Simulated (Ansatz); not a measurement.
We consider antifluorite Mg2Sn, described by rVV10 in Ansatz (PAW).

Settings: plane-wave cutoff 520 eV, 10×10×10 k mesh, Fermi–Dirac smearing 0.01 eV, scalar-relativistic PAW data made under PBE.

Pressure at four volumes; x = ln(V/26.583 Å³). One pressure is withheld.

```csv
V (Å³/atom),x,P (GPa)
24.988,-0.0619,2.770
26.583,0.0000,0.001
27.647,0.0392,-1.418
28.178,0.0583,?
```

Problem. Pass a parabola P(x) through the three rows shown, estimate the bulk modulus and its pressure derivative near zero pressure, and predict the withheld pressure.

Solution. Slopes between the rows: (0.001 − (2.770))/(0.0000 − (-0.0619)) = -44.73 and (-1.418 − (0.001))/(0.0392 − (0.0000)) = -36.20 GPa. Their difference over the span 0.1011 is c = 8.53/0.1011 = 84.4 GPa, so P(x) = 2.770 + (-44.73)(x − (-0.0619)) + 84.4 (x − (-0.0619))(x − (0.0000)). At the middle row B = −dP/dx = −[-44.73 + 84.4 × 0.0619] = 39.5 GPa, and B′ = dB/dP = 2c/B = 4.3. At x = 0.0583 the parabola gives -2.015 GPa; the run gives -2.018 GPa. The Birch–Murnaghan fit to the energies at all volumes has B0 = 39.3 GPa and B′ = 4.3.

Note: the gap of the solid is closed in this run; this level leaves the solid without a gap, although one is measured.

Spin–orbit coupling is not included; it can open a gap where bands touch, and shift volumes and moduli.

Ansatz is an electronic-structure program.
